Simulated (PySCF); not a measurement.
Molecule: `InChI=1S/C4H8O/c1-2-3-4-5/h4H,2-3H2,1H3`.

Atom-mapped SMILES (the numbers label the heavy atoms): `[CH3:1][CH2:2][CH2:3][CH:4]=[O:5]`; H(Xn) means a hydrogen on atom n.

Geometry PBE0-D3(BJ)/def2-SVP throughout; GIAO in PySCF, gas phase, one conformer, non-relativistic; equivalent atoms averaged; basis pcSseg-2.

Problem. How do the shifts δ (against TMS, H2O at the same level) depend on the functional? (ppm; last column core-seconds on shared hosts with different chips, so compare them loosely; the GGAs took longer than the global hybrids here, which isn't the general rule, and the cause wasn't traced)

Solution. 
| functional | kind | C4 | C3 | C2 | C1 | O5 | H(C4) | H(C3) | H(C2) | H(C1) | core-s |
| --- | --- | --- | --- | --- | --- | --- | --- | --- | --- | --- | --- |
| HF | Hartree–Fock | 205.2 | 46.0 | 17.2 | 15.6 | 662.0 | 9.39 | 2.09 | 1.56 | 0.95 | 35 |
| LDA | LDA | 218.3 | 60.0 | 17.7 | 13.8 | 701.3 | 10.58 | 2.59 | 1.63 | 0.88 | 73 |
| PBE | GGA | 209.2 | 56.7 | 19.6 | 15.6 | 670.6 | 10.48 | 2.49 | 1.62 | 0.91 | 92 |
| BLYP | GGA | 208.8 | 57.5 | 21.0 | 16.4 | 667.4 | 10.44 | 2.45 | 1.64 | 0.96 | 100 |
| BP86 | GGA | 208.4 | 56.0 | 19.5 | 15.6 | 664.6 | 10.44 | 2.48 | 1.62 | 0.91 | 86 |
| OPBE | GGA | 202.2 | 53.2 | 19.6 | 15.8 | 644.6 | 10.42 | 2.50 | 1.62 | 0.87 | 110 |
| KT2 | GGA | 196.3 | 53.7 | 19.1 | 15.3 | 622.6 | 10.12 | 2.40 | 1.65 | 0.92 | 91 |
| KT3 | GGA | 194.5 | 52.6 | 20.4 | 16.2 | 614.6 | 10.13 | 2.39 | 1.66 | 0.93 | 88 |
| B97-D | GGA | 202.6 | 54.5 | 20.6 | 16.4 | 638.3 | 10.32 | 2.45 | 1.65 | 0.95 | 85 |
| B3LYP | global hybrid | 210.0 | 54.8 | 19.7 | 16.0 | 675.6 | 10.16 | 2.38 | 1.62 | 0.94 | 53 |
| PBE0 | global hybrid | 210.2 | 53.4 | 18.4 | 15.3 | 678.6 | 10.14 | 2.38 | 1.59 | 0.89 | 58 |
| mPW1PW91 | global hybrid | 210.1 | 53.1 | 18.5 | 15.4 | 677.8 | 10.10 | 2.38 | 1.59 | 0.89 | 55 |
| WP04 | global hybrid | 209.7 | 51.4 | 21.3 | 16.8 | 644.1 | 9.70 | 2.30 | 1.61 | 0.90 | 42 |
| B97-2 | global hybrid | 205.8 | 52.3 | 19.1 | 15.8 | 656.4 | 10.08 | 2.37 | 1.60 | 0.91 | 41 |
| BHandHLYP | global hybrid | 209.9 | 51.4 | 18.5 | 15.7 | 678.3 | 9.81 | 2.27 | 1.59 | 0.94 | 41 |
| CAM-B3LYP | range-separated hybrid | 213.8 | 54.0 | 18.5 | 15.2 | 684.3 | 10.04 | 2.35 | 1.60 | 0.94 | 57 |
| wB97X-D | range-separated hybrid | 211.5 | 52.6 | 18.3 | 15.3 | 679.3 | 10.02 | 2.34 | 1.57 | 0.90 | 56 |
| LC-wPBE | range-separated hybrid | 217.4 | 51.4 | 16.7 | 14.5 | 683.2 | 9.93 | 2.33 | 1.53 | 0.87 | 76 |

Problem. Which nucleus moves most, in ppm?

Solution. O5 (aldehyde oxygen): from 614.6 ppm with KT3 to 701.3 ppm with LDA. The smallest spread is 0.09 ppm, at H(C1). Proton shifts span only some 12 ppm, so a few tenths of a ppm matter as much there as several ppm in carbon.
